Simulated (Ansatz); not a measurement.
Ansatz (a program for electronic structure) input:

Ansatz 0.2 input:
```yaml
crystal:
  periodic: [false, false, false]
  atoms:
    - {symbol: N, position_ang: [-0.00000000, -0.00000000, -1.20500663]}
    - {symbol: N, position_ang: [-0.00000000, -0.00000000, -0.06983899]}
    - {symbol: O, position_ang: [0.00000000, 0.00000000, 1.11548992]}
basis:
  gaussian:
    orbitals: def2-TZVPD
hamiltonian:
  xc: {name: revPBE}
total_charge: 1
magnetization: {spin_polarized: true, initial_magnetization: 1}
output: {forces: true}
```

What final total energy does it print?

-184.24570 Eh (revPBE/def2-TZVPD). The basis has 114 functions.
